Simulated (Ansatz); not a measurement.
**C₃H₃N (singlet): from Hartree-Fock to the top rungs, 6-31G***

How much of the correlation energy of C₃H₃N (singlet) does each wave-function method recover here?

Method: 6-31G*, core rule «outside noble gas», up to 4 orbitals frozen; program: Ansatz 0.2.0, Gaussian basis.

The runs, in order: UHF; CCSD(T) on RHF; CCSD(T) on UHF; BCCD(T) on RHF; CISD; CCSDT(Q) on RHF; CCSDT(Q) on UHF; CASSCF and MRCISD+Q, 8 electrons in 8 orbitals; CASSCF and NEVPT4(SD), 8 electrons in 8 orbitals; CASSCF and NEVPT2, 8 electrons in 8 orbitals.

17 further runs of the same task are left out: 17 set aside as unsound or not needed.

## (1) The system

The geometry is an MP2(full)/6-31G* stationary point (not a proven minimum).

7 atoms, charge 0, spin multiplicity 1.

Atoms are counted from 1 here; the program's logs count them from 0.

Bond lengths: C1–C2 1.341 Å, C1–H4 1.084 Å, C1–H5 1.084 Å, C2–C3 1.432 Å, C2–H6 1.086 Å, C3–N7 1.182 Å. Angles: C2–C1–H4 121.7°, C2–C1–H5 120.6°, H4–C1–H5 117.7°, C1–C2–C3 122.1°, C1–C2–H6 121.3°, C3–C2–H6 116.6°, C2–C3–N7 179.2°.

## (2) UHF

Input file in.yaml:

```yaml
crystal:
  periodic: [false, false, false]
  atoms:
    - {symbol: C, position_ang: [-0.147960, -1.728074, 0.000000]}
    - {symbol: C, position_ang: [0.598591, -0.614410, 0.000000]}
    - {symbol: C, position_ang: [0.013634, 0.692804, 0.000000]}
    - {symbol: H, position_ang: [-1.231569, -1.687618, 0.000000]}
    - {symbol: H, position_ang: [0.319607, -2.705854, 0.000000]}
    - {symbol: H, position_ang: [1.683497, -0.661556, 0.000000]}
    - {symbol: N, position_ang: [-0.453625, 1.778362, 0.000000]}
basis:
  gaussian: {orbitals: "6-31G*"}
magnetization: {spin_polarized: true, initial_magnetization: 0}
hamiltonian: {xc: hf}
output: {orbitals: {seedname: orbitals}}
```

Launch:

```sh
ansatz run in.yaml --threads 1 --pin off --events-out ev --progress --plain --max-ram 4096MiB --backend cpu
```

After this run come: CCSD(T) on RHF; CCSD(T) on UHF; BCCD(T) on RHF; CISD; CCSDT(Q) on RHF; CCSDT(Q) on UHF; CASSCF and MRCISD+Q, 8 electrons in 8 orbitals; CASSCF and NEVPT4(SD), 8 electrons in 8 orbitals; CASSCF and NEVPT2, 8 electrons in 8 orbitals.

Q: Predict the results of all the runs planned. Wanted: RCCSDT(Q) below the RHF energy; RMP2 from RCCSDT(Q); UMP2 from RCCSDT(Q); RCCSD from RCCSDT(Q); RCCSD(T) from RCCSDT(Q); UCCSD(T) from RCCSDT(Q); UCCSDT(Q) from RCCSDT(Q); NEVPT2 frontier from RCCSDT(Q); NEVPT4(SD) frontier from RCCSDT(Q).

**Answer**, as computed:

```
                          quantity            value
    RCCSDT(Q) below the RHF energy      -15.9400 eV
               RMP2 from RCCSDT(Q)  +31.14 kcal/mol
               UMP2 from RCCSDT(Q)  +47.77 kcal/mol
              RCCSD from RCCSDT(Q)  +16.96 kcal/mol
           RCCSD(T) from RCCSDT(Q)   +1.74 kcal/mol
           UCCSD(T) from RCCSDT(Q)   +2.66 kcal/mol
          UCCSDT(Q) from RCCSDT(Q)   +0.05 kcal/mol
    NEVPT2 frontier from RCCSDT(Q)  +41.90 kcal/mol
NEVPT4(SD) frontier from RCCSDT(Q)   +5.99 kcal/mol
  MRCISD+Q frontier from RCCSDT(Q)   +6.01 kcal/mol
 levels within 1 kcal/mol (43 meV)        UCCSDT(Q)
                     T1 diagnostic            0.014
```

What this shows: RCCSD(T) lands +1.74 kcal/mol from the yardstick (0.5 % of the correlation energy). CCSD(T) misses by +1.74 kcal/mol on the restricted determinant and by +2.66 kcal/mol on the unrestricted one; the two need not hold the same state or core. Of the multireference levels listed NEVPT4(SD) frontier comes nearest in total energy (+5.99 kcal/mol), which doesn't show that its space is the better one. These misses are within one basis, not against nature.
